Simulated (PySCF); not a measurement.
Isomers of [C6H11]+ (charge +1), one GFN2-xTB conformer each. Single-point energies are computed at PBE0/pcSseg-1 (PySCF, gas phase, no added dispersion term), electronic only.

Question: Rank them by PBE0/pcSseg-1 energy, lowest first (kJ/mol).
A. `[CH2:1]=[C:2]([CH+:3][CH3:4])[CH2:5][CH3:6]` (charge +1) with C1–C2–C3–C4 -178°, C1–C2–C5–C6 93°
B. `[CH3:1][C+:2]1[CH2:3][CH2:4][CH2:5][CH2:6]1` (charge +1) with C1–C2–C3–C4 171°, C2–C3–C4–C5 27°, C3–C4–C5–C6 -34°, C4–C5–C6–C2 29°
C. `[CH3:1][C+:2]([CH3:3])[CH:4]1[CH2:5][CH2:6]1` (charge +1) with C1–C2–C4–C5 -35°
D. `C=C(C)[C+](C)C`

Answer: B (0.0), C (44.1), D (52.4), A (90.1).

Neighbours under 21 kJ/mol apart (C[C+](C)C1CC1 and C=C(C)[C+](C)C) can change places with a better method, another conformer or zero-point energy. GFN2-xTB itself gives, in the same order: 0.0, 63.3, 92.7, 152.7. Both levels put the same isomer lowest; measured from each level's own lowest isomer, the values differ by up to 62.6 kJ/mol (C=C([CH+]C)CC: 152.7 against 90.1).

Which frontier levels and rotational constants go with these structures?

```csv
SMILES,"HOMO (eV, PBE0/pcSseg-1)",LUMO (eV),"A, B, C (MHz)"
C[C+]1CCCC1,-14.06,-8.40,"6657, 3054, 2273"
C[C+](C)C1CC1,-14.21,-7.80,"6262, 2579, 2174"
C=C(C)[C+](C)C,-13.44,-8.61,"4678, 3245, 2009"
C=C([CH+]C)CC,-13.69,-9.03,"4114, 3072, 1992"
```

As an exercise, what shares would exp(−E/RT) give at 1000 K from these electronic energies alone (no entropy, no degeneracies)?

RT = 8.314 kJ/mol: C[C+]1CCCC1 99.3 %, C[C+](C)C1CC1 0.5 %, C=C(C)[C+](C)C 0.2 %, C=C([CH+]C)CC under 0.1 %.
